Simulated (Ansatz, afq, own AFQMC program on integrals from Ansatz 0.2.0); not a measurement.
**Breaking B2–O1 in BOF, singlet**

```tsv
atom	x (Å)	y (Å)	z (Å)
O	0.9829	-0.5647	0.4798
B	0.0205	-0.0123	0.0099
F	-1.0034	0.5770	-0.4898
```

Products: BF (singlet, the lower of two spins tried) and O (triplet), each relaxed with PBE0/def2-SVP like the molecule; electronic energies without zero-point terms. Determinants: RHF, RHF and UHF in that order.

Basis def2-TZVP. Noble-gas cores (and the filled d shells of Ga–Kr and In–Xe) are frozen. AFQMC by an in-house program on the Cholesky factors that Ansatz 0.2.0 writes for its CCSD(T) run. ph-AFQMC/CISD is guided by a CISD state made of CCSD amplitudes; releasing the constraint for a short imaginary time cuts its bias at the price of noise, slowly where states lie close. ± is one standard error of the sampling. The errors of all members are added in quadrature.

No full CI on the walks' own integrals is used here; CCSDT(Q) serves as the reference and is uncertain by about the last step of the cluster series. Each member takes its own surest rung, up to full CI.

The best estimate is CCSD(T) at the basis-set limit (CBS: def2-TZVPP and def2-QZVPP, with their diffuse functions for anions and beside diffuse sets, CCSD(T) itself extrapolated) plus the step from CCSD(T) to CCSDT(Q) in def2-TZVP. Rows without CBS are in def2-TZVP; B2PLYP and the wave-function rows carry a basis error of their own. Core correlation and relativity beyond core potentials are missing, and ± holds the sampling alone.

**Question.** Estimate: order these levels by their error in the bond energy against the best estimate, smallest first.
A. B3LYP
B. CCSD(T)
C. HF
D. r2SCAN

**Answer.** A (1.1 kcal/mol), D (5.1 kcal/mol), B (6.4 kcal/mol), C (56.9 kcal/mol).

Best estimate: 174.7 kcal/mol.

Best estimates are given only where the step beyond CCSD(T) is under 0.3 eV and no member's determinant is very poor (T1 over 0.05, or 0.07 for open shells, ⟨S²⟩ too high by 0.3, two states mixed), so the hardest cases are missing from such tables.

The functionals ran in a triple-zeta set and keep a basis error of their own, a few kJ/mol for each bond in atomization energies and more for double hybrids, so close places among them and the extrapolated levels can swap.

Each member of a difference takes its own highest rung, so a best estimate needn't equal the limit plus the step of one row. A walk keeps the symmetry of its determinant, which the program's search chose and which needn't be the lowest solution, so a lower state of the same spin and another symmetry isn't excluded.
